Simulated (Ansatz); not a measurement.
**CH₄ (singlet): wave-function methods side by side, STO-3G**

Aim: climb from Hartree-Fock through coupled cluster and multireference methods for CH₄ (singlet) at one geometry and basis, and see what each rung misses.

Program: Ansatz 0.2.0, Gaussian basis. Level of theory: STO-3G, core rule «outside noble gas», up to 1 orbitals frozen. These are calculated values, not measurements.

Plan: UHF; CCSD(T) on RHF; BCCD(T) on RHF; CISD; CCSDT(Q) on RHF; CISDTQ; CCSDTQ on RHF; CASSCF and MRCISD+Q, 8 electrons in 8 orbitals; CASSCF and NEVPT4(SD), 8 electrons in 8 orbitals; CASSCF and NEVPT2, 8 electrons in 8 orbitals; Full CI.

9 further runs of the same task are left out: 9 set aside as unsound or not needed.

### 1 The system

The geometry is an MP2(full)/6-31G* stationary point (not a proven minimum).

5 atoms, charge 0, spin multiplicity 1.

Atoms are counted from 1 here; the program's logs count them from 0.

Bond lengths: C1–H2 1.090 Å, C1–H3 1.090 Å, C1–H4 1.090 Å, C1–H5 1.090 Å. Angles: H2–C1–H3 109.5°, H2–C1–H4 109.5°, H2–C1–H5 109.5°, H3–C1–H4 109.5°, H3–C1–H5 109.5°, H4–C1–H5 109.5°.

### 2 UHF

File in.yaml:

```yaml
crystal:
  periodic: [false, false, false]
  atoms:
    - {symbol: C, position_ang: [0.000000, 0.000000, 0.000000]}
    - {symbol: H, position_ang: [0.629118, 0.629118, 0.629118]}
    - {symbol: H, position_ang: [-0.629118, -0.629118, 0.629118]}
    - {symbol: H, position_ang: [0.629118, -0.629118, -0.629118]}
    - {symbol: H, position_ang: [-0.629118, 0.629118, -0.629118]}
basis:
  gaussian: {orbitals: STO-3G}
magnetization: {spin_polarized: true, initial_magnetization: 0}
hamiltonian: {xc: hf}
output: {orbitals: {seedname: orbitals}}
```

On the command line:

```
$ ansatz run in.yaml --threads 1 --pin off --events-out ev --progress --plain --max-ram 2764MiB --backend cpu
```

After this run come: CCSD(T) on RHF; BCCD(T) on RHF; CISD; CCSDT(Q) on RHF; CISDTQ; CCSDTQ on RHF; CASSCF and MRCISD+Q, 8 electrons in 8 orbitals; CASSCF and NEVPT4(SD), 8 electrons in 8 orbitals; CASSCF and NEVPT2, 8 electrons in 8 orbitals; Full CI.

Before running them: what should the planned runs give, taken together? Wanted: FCI below the RHF energy; RMP2 from FCI; RCCSD from FCI; RCCSD(T) from FCI; RCCSDT(Q) from FCI; NEVPT2 valence from FCI; NEVPT4(SD) valence from FCI; MRCISD+Q valence from FCI; T1 diagnostic.

**Answer**, as computed:

| quantity | value |
| --- | --- |
| FCI below the RHF energy | -2.1461 eV |
| RMP2 from FCI | +14.31 kcal/mol |
| RCCSD from FCI | +0.14 kcal/mol |
| RCCSD(T) from FCI | +0.06 kcal/mol |
| RCCSDT(Q) from FCI | 0.00 kcal/mol |
| NEVPT2 valence from FCI | 0.00 kcal/mol |
| NEVPT4(SD) valence from FCI | 0.00 kcal/mol |
| MRCISD+Q valence from FCI | 0.00 kcal/mol |
| levels within 1 kcal/mol (43 meV) | RCCSD, RCCSD(T), BCCD(T), RCCSDT, CISDTQ, RCCSDT(Q), RCCSDTQ, CASSCF valence, NEVPT2 valence, NEVPT4(SD) valence, MRCISD valence, MRCISD+Q valence |
| T1 diagnostic | 0.000 |
| effectively unpaired electrons | 0.02 |

**Reading.** RCCSD(T) lands +0.06 kcal/mol from the yardstick (0.1 % of the correlation energy). One determinant dominates. Of the multireference levels listed NEVPT2 valence comes nearest in total energy (0.00 kcal/mol), which doesn't show that its space is the better one. These misses are within one basis, not against nature.
